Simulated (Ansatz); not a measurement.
# CH5BO (SMILES BCO): one structure at several levels

One table from this session's results is given with a row withheld; the runs are named, their logs left out.

The runs use Ansatz 0.2.0, Gaussian basis; single points in def2-TZVPP.

Cores are frozen in the correlated methods.

## Where the work starts

SMILES `BCO`, 8 atoms, charge 0, spin multiplicity 1.

Atoms are counted from 1 here; the program's logs count them from 0.

Bond lengths: B1–C2 1.646 Å, B1–H4 1.120 Å, B1–H5 1.166 Å, C2–O3 1.361 Å, C2–H6 1.159 Å, C2–H7 1.059 Å, O3–H8 0.948 Å. Angles: C2–B1–H4 119.7°, C2–B1–H5 117.2°, H4–B1–H5 122.4°, B1–C2–O3 115.4°, B1–C2–H6 103.6°, B1–C2–H7 109.1°, O3–C2–H6 113.4°, O3–C2–H7 107.2°, H6–C2–H7 107.9°, C2–O3–H8 115.0°.

As a file:

```xyz
8
charge 0, multiplicity 1
B    -0.63100    0.51650   -0.72070
C     0.43530    0.09630    0.46010
O     0.88630   -1.18710    0.41120
H    -1.10240   -0.28020   -1.35160
H    -0.98360    1.62730   -0.74980
H    -0.13010    0.34890    1.43950
H     1.28340    0.72780    0.40220
H     0.27220   -1.81440    0.05230
```

Set-up of the first run:

run/in.yaml reads:

```yaml
crystal:
  periodic: [false, false, false]
  atoms:
    - {symbol: B, position_ang: [-0.631000, 0.516500, -0.720700]}
    - {symbol: C, position_ang: [0.435300, 0.096300, 0.460100]}
    - {symbol: O, position_ang: [0.886300, -1.187100, 0.411200]}
    - {symbol: H, position_ang: [-1.102400, -0.280200, -1.351600]}
    - {symbol: H, position_ang: [-0.983600, 1.627300, -0.749800]}
    - {symbol: H, position_ang: [-0.130100, 0.348900, 1.439500]}
    - {symbol: H, position_ang: [1.283400, 0.727800, 0.402200]}
    - {symbol: H, position_ang: [0.272200, -1.814400, 0.052300]}
basis:
  gaussian: {orbitals: def2-TZVPP}
correlation: {method: ccsd_t}
output: {forces: true}
```

The command line of these runs was not kept.

Among the steps run: CCSD(T)/def2-TZVPP; PBE0-D4/def2-TZVPP; wB97M-V/def2-TZVPP; r2SCAN-D4/def2-TZVPP; PBE-D4/def2-TZVPP; revPBE-D4/def2-TZVPP; SPW92/def2-TZVPP.

One of the session's tables, all rows but one given; the rest of the session is left out.

| method | RMS force component (eV/Å) | angle to CCSD(T) forces (°) | dipole (D) |
| --- | --- | --- | --- |
| CCSD(T) | 1.337 | reference | 1.26 |
| PBE0-D4 | ? | ? | ? |
| wB97M-V | 1.320 | 3.3 | 1.22 |
| r2SCAN-D4 | 1.344 | 5.3 | 1.12 |
| PBE-D4 | 1.389 | 9.7 | 1.03 |
| revPBE-D4 | 1.397 | 8.7 | 1.02 |
| SPW92 | 1.416 | 18.6 | 1.05 |

Q: Estimate the row for PBE0-D4 from the others.

As computed: RMS force component (eV/Å): 1.316; angle to CCSD(T) forces (°): 7.2; dipole (D): 1.17. In the column «RMS force component (eV/Å)» it is the lowest.
